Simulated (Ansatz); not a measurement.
`FCS`, 6 atoms. The species carries charge 0 and has multiplicity 1. All runs use 2 threads of an Arm Neoverse V1 on a shared host. Correlated methods freeze the cores. Open-shell runs search over several starts.

Problem. How many basis functions does each run have, and how long does it take in Ansatz? RKS PBE0-D4/def2-TZVP relaxation (7 steps); RKS ωB97X-V/def2-TZVPP energy; RKS r2SCAN-D4/def2-TZVPP energy and forces; RKS B3LYP-D4/def2-TZVPP energy and forces; UKS B2PLYP (frozen core)/def2-TZVPP energy of the cation; RKS PBE0-D4/def2-QZVPP energy; RHF-CCSD(T)/def2-SVP energy; UHF-CCSD(T)/def2-TZVPP energy of the cation; UKS B3LYP-D4/def2-TZVPP energy of the cation; UHF-MP2/def2-QZVPP energy of the cation; UKS r2SCAN-D4/def2-TZVPP energy of the cation; RHF-MP2/def2-QZVPP energy. (Estimate.)

Solution. Computed: Other jobs shared the machine, so times are rough.

```csv
level,job,functions,wall time,peak host memory (GiB)
RHF-CCSD(T)/def2-SVP,energy,61,0.75 s,0.32
RKS B3LYP-D4/def2-TZVPP,energy and forces,146,1.9 s,0.32
RKS r2SCAN-D4/def2-TZVPP,energy and forces,146,2.8 s,0.14
UKS B3LYP-D4/def2-TZVPP,energy of the cation,146,3 s,0.32
RKS PBE0-D4/def2-QZVPP,energy,274,3.6 s,0.6
RKS ωB97X-V/def2-TZVPP,energy,146,3.9 s,0.32
UKS B2PLYP (frozen core)/def2-TZVPP,energy of the cation,146,4 s,0.32
UKS r2SCAN-D4/def2-TZVPP,energy of the cation,146,4.9 s,0.32
RHF-MP2/def2-QZVPP,energy,274,7 s,0.79
UHF-MP2/def2-QZVPP,energy of the cation,274,11 s,0.83
RKS PBE0-D4/def2-TZVP,relaxation (7 steps),117,13 s,0.16
UHF-CCSD(T)/def2-TZVPP,energy of the cation,146,57 s,2.1
```

B3LYP here is the variant with VWN-RPA as its local correlation; programs differ in this.
